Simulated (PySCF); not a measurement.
**How the method changes the constants of SiN⁻**

State: ¹Σ⁺ (singlet), closed shell. Set-up: PySCF, spin-free X2C with a Gaussian nucleus, basis sets Si aug-cc-pVDZ-DK, N aug-cc-pVDZ-DK. De refers to Si⁻ + N in their high-spin ground configurations, without counterpoise correction. A positive dipole points towards N; it is taken about the centre of mass and depends on that origin.

```json
{"Level": "RHF", "Re (Å)": "1.570", "ωe (cm⁻¹)": "1287", "De (eV)": "n/a", "μ (D)": "-3.19", "CPU s a point (SCF and correlation, without the integrals)": "0.071"}
{"Level": "RHF-MP2", "Re (Å)": "1.663", "ωe (cm⁻¹)": "933", "De (eV)": "5.91", "μ (D)": "n/a", "CPU s a point (SCF and correlation, without the integrals)": "0.1"}
{"Level": "RHF-SCS-MP2", "Re (Å)": "1.653", "ωe (cm⁻¹)": "970", "De (eV)": "n/a", "μ (D)": "n/a", "CPU s a point (SCF and correlation, without the integrals)": "n/a"}
{"Level": "RHF-CCSD", "Re (Å)": "1.618", "ωe (cm⁻¹)": "1115", "De (eV)": "4.77", "μ (D)": "n/a", "CPU s a point (SCF and correlation, without the integrals)": "n/a"}
{"Level": "RHF-CCSD(T)", "Re (Å)": "1.635", "ωe (cm⁻¹)": "1056", "De (eV)": "5.23", "μ (D)": "n/a", "CPU s a point (SCF and correlation, without the integrals)": "0.91"}
{"Level": "LDA", "Re (Å)": "1.609", "ωe (cm⁻¹)": "1117", "De (eV)": "7.07", "μ (D)": "-2.39", "CPU s a point (SCF and correlation, without the integrals)": "0.55"}
{"Level": "PBE", "Re (Å)": "1.623", "ωe (cm⁻¹)": "1089", "De (eV)": "6.20", "μ (D)": "-2.26", "CPU s a point (SCF and correlation, without the integrals)": "0.62"}
{"Level": "r²SCAN", "Re (Å)": "1.608", "ωe (cm⁻¹)": "1135", "De (eV)": "5.52", "μ (D)": "-2.32", "CPU s a point (SCF and correlation, without the integrals)": "0.93"}
{"Level": "PBE0", "Re (Å)": "1.601", "ωe (cm⁻¹)": "1162", "De (eV)": "5.46", "μ (D)": "-2.56", "CPU s a point (SCF and correlation, without the integrals)": "0.92"}
{"Level": "B97-3", "Re (Å)": "1.601", "ωe (cm⁻¹)": "1165", "De (eV)": "5.84", "μ (D)": "-2.57", "CPU s a point (SCF and correlation, without the integrals)": "0.52"}
{"Level": "B2PLYP", "Re (Å)": "1.628", "ωe (cm⁻¹)": "1050", "De (eV)": "5.98", "μ (D)": "-3.02", "CPU s a point (SCF and correlation, without the integrals)": "0.57"}
```

Task: Which functional lies closest to RHF-CCSD(T) in De, which farthest, and by how much do they differ from it?

Result: Closest is PBE0 (-3.4 pm in Re, +10.0 % in ωe, +0.23 eV in De against RHF-CCSD(T) in the same basis), farthest LDA (-2.6 pm in Re, +5.8 % in ωe, +1.84 eV in De). CCSD(T) converges more slowly with the basis than the functionals do and binds too weakly in this one, so the order can change at the basis-set limit.

Task: What does a quarter of exact exchange do here, going from PBE to PBE0?

Result: PBE0 less PBE: -2.2 pm in Re, +6.7 % in ωe, -0.74 eV in De. Exact exchange removes part of the self-interaction that spreads semilocal densities, and in most molecules shortens and stiffens the bond and lowers De; so it does here.

Task: What does the step from GGA to meta-GGA do here, going from PBE to r²SCAN?

Result: r²SCAN less PBE: -1.5 pm in Re, +4.2 % in ωe, -0.68 eV in De. 

Correlated steps freeze 6 core orbitals. Correlated levels converge slowly with the basis: in double zeta they bind strong bonds too weakly, by up to about 1 eV, and carry superposition errors of some tenths. For an ion De counts to the pair picked by the measured ionisation energies or electron affinities, which need not be the lowest pair at this level. Where the molecule has an RHF reference, its open-shell atoms are computed with UHF. The highest Kohn–Sham level is positive in this anion. Much of that is self-interaction error, but it also means that the finite basis helps to hold the extra electron. B2PLYP dipoles, levels and charges come from its SCF part alone. The CCSD T1 diagnostic is raised, a sign that a single reference may not be enough here.

The whole job (state search and all levels along the bond) took about 1.5 min on 1 thread of Arm Neoverse V1 (shared host), peak memory 0.57 GiB.
